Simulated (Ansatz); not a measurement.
## HGeC, doublet in cc-pVDZ: errors against RCCSDTQ

Geometry: that of the HGeC, quartet, kept fixed.

```xyz
3

Ge    0.0000   -0.0306    0.2699
C     0.0000    0.0546   -1.6749
H     0.0000    1.5546    0.5098
```

Basis cc-pVDZ; Ansatz 0.2.0. Only valence electrons are correlated (noble-gas cores and the filled d shells of p-block atoms frozen), which leaves 9 electrons in 31 orbitals. Prefix R: restricted or restricted open-shell reference; prefix U: unrestricted. Active spaces: valence = (9e, 9o) chosen from the atoms' valence shells. No spin–orbit coupling is included, and no scalar relativity.

Full CI isn't at hand for all of this; RCCSDTQ serves as the reference, and is uncertain by the last step of the cluster series or more. The frozen core follows each run's orbitals, which can shift R against U totals by a few meV for light atoms and by up to 0.1 eV past Ca.

Coupled cluster chose its determinant by a search with trial CCSD, here up to 0.67 eV above the lowest Hartree–Fock solution of its kind.

The UHF ⟨S²⟩ is 1.714 and the ⟨S²⟩ of the determinant under UCCSD is 1.525. The T1 diagnostic (RCCSD) is 0.0975 and the largest doubles amplitude (RCCSD) is 0.153.

```csv
level,E − E(determinant under the R cluster runs) (eV)
RCCSD,-6.1183
RCCSD(T),-6.5354
```

Task: Estimate how far RCCSDTQ in cc-pVDZ lies from RCCSD(T). The table doesn't fix it; the size of (T) and the diagnostics are the guide.

Result: RCCSDTQ in cc-pVDZ lies 10.9 kJ/mol below RCCSD(T), which is 27 % of the (T) step (-40.2 kJ/mol). T1 is raised, a doubles amplitude is large, and the rest is a large part of (T). The miss exceeds 1 kcal/mol.

The other levels:

```json
{"level": "RHF†", "E − E(RCCSDTQ) (kJ/mol)": "577.0", "share of correlation (%)": "–", "wall time": "–"}
{"level": "BCCD(T)*", "E − E(RCCSDTQ) (kJ/mol)": "12.5", "share of correlation (%)": "98.04", "wall time": "11 s"}
{"level": "RCCSDT", "E − E(RCCSDTQ) (kJ/mol)": "4.7", "share of correlation (%)": "99.27", "wall time": "–"}
{"level": "RCCSDT(Q)", "E − E(RCCSDTQ) (kJ/mol)": "-1.4", "share of correlation (%)": "100.22", "wall time": "32 s"}
{"level": "CASSCF (valence space)", "E − E(RCCSDTQ) (kJ/mol)": "315.7", "share of correlation (%)": "50.78", "wall time": "–"}
{"level": "NEVPT2 (valence space)", "E − E(RCCSDTQ) (kJ/mol)": "71.8", "share of correlation (%)": "88.80", "wall time": "8 s"}
{"level": "MRCISD (valence space)", "E − E(RCCSDTQ) (kJ/mol)": "19.6", "share of correlation (%)": "96.95", "wall time": "–"}
{"level": "MRCISD+Q (valence space)", "E − E(RCCSDTQ) (kJ/mol)": "1.2", "share of correlation (%)": "99.81", "wall time": "15 s"}
```

An asterisk marks runs whose energy the program itself flagged as in doubt. A dagger marks rows that describe another state than the reference (another or a broken symmetry, a higher spin or other natural occupations), so the difference holds a gap between states beside the method's error.

The correlation energy at RCCSDTQ, counted from the determinant under the R cluster runs, is -6.648 eV. That run took 1.9 min on 2 threads of AMD EPYC 7R13 with a shared H100 80 GB, shared host.

Run but not shown, since their state, orbitals or frozen core can't be matched to the reference's or they repeat it: UHF, RMP2, UMP2, CISD, UCCSD, UCCSD(T), UCCSDT, UCCSDT(Q), UCCSDTQ.

Times hold each run's SCF and search for its determinant on a shared host, so for small cases they say little of a method's own cost; they ran on 1 thread of AMD EPYC 7R13.

Natural occupations of CASSCF (valence space) about the gap: 1.980 1.947 1.844 1.828 1.006 0.176 0.156 0.033 0.029; effectively unpaired electrons, Σ n²(2−n)², 1.39.
